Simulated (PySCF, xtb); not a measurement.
A geometry optimisation of H3OPSi− with r2SCAN-D4/def2-SVPD

The starting geometry of this gas-phase doublet has its atoms placed at random.

```yaml
atoms:
  - { symbol: O, position_ang: [0.8153, 0.2542, -0.7906] }
  - { symbol: P, position_ang: [0.0698, 0.6617, 0.4379] }
  - { symbol: Si, position_ang: [-0.9772, -1.3161, 0.5114] }
  - { symbol: H, position_ang: [1.3659, -0.1787, 0.9613] }
  - { symbol: H, position_ang: [-1.1926, -1.0047, -0.9325] }
  - { symbol: H, position_ang: [0.4282, -0.9654, 0.6502] }
```

Task: One run relaxed it with r2SCAN-D4/def2-SVPD. What is a likely outcome?

Result: It ends as `[O-]P[SiH2]`. Distances that change by over a tenth: P2–H4 (1.63 → 1.46 Å). Contacts that open: P2–H6 (1.68 → 2.98 Å).

The energy falls by 4.30 eV over 28 steps:

```
step  E − E(last) (eV)
   1             4.296
   4             0.782
   7             0.267
  10             0.234
  13             0.150
  16             0.101
  19             0.020
  22             0.000
  25             0.000
  28             0.000
```

Final geometry (Å):

```yaml
atoms:
  - { symbol: O, position_ang: [1.9388, 0.8676, 0.4219] }
  - { symbol: P, position_ang: [0.4066, 0.6164, 0.4646] }
  - { symbol: Si, position_ang: [-0.4386, -1.5193, 0.4328] }
  - { symbol: H, position_ang: [-0.0980, 1.0200, 1.7773] }
  - { symbol: H, position_ang: [-1.8888, -1.0127, 0.4312] }
  - { symbol: H, position_ang: [-0.3369, -1.8326, -1.0640] }
```

From the same start GFN2-xTB reaches the same bonding as this run.

From so rough a start the end depends on the optimiser's path, so another program may land elsewhere. The end wasn't checked by frequencies. Open shells are spin-unrestricted. Run with PySCF 2.14.0, 6.9 min on 2 threads of Intel(R) Xeon(R) Platinum 8259CL CPU @ 2.50GHz (Skylake/Cascade Lake), with other jobs on the host.
